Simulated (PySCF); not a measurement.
## Ionisation energy of F by level of theory

F [He] 2s2 2p5 (2P) → F⁺ [He] 2s2 2p4 (3P), as a difference of total energies. All numbers are calculated (PySCF 2.14, the spin-free X2C one-electron Hamiltonian (Gaussian nucleus), in x2c-TZVPPall with one added diffuse shell each of s, p, d type (6s4p3d1f, 40 functions)). Correlated levels: valence: 1s2 frozen. The calculations carry no spin-orbit coupling.

```tsv
method	ionisation energy (eV)
UHF	15.645
MP2 (valence)	17.234
SCS-MP2 (valence)	17.216
CCSD (valence)	17.131
CCSD(T) (valence)	17.182
```

How much does correlation contribute at CCSD(T) (valence)?

17.182 − (15.645) = 1.537 eV, measured against UHF.

Errors of the correlated levels include the incompleteness of this basis and the frozen core.

For comparison: 17.427 eV (measured; NIST levels, between the centres of gravity of the two terms).
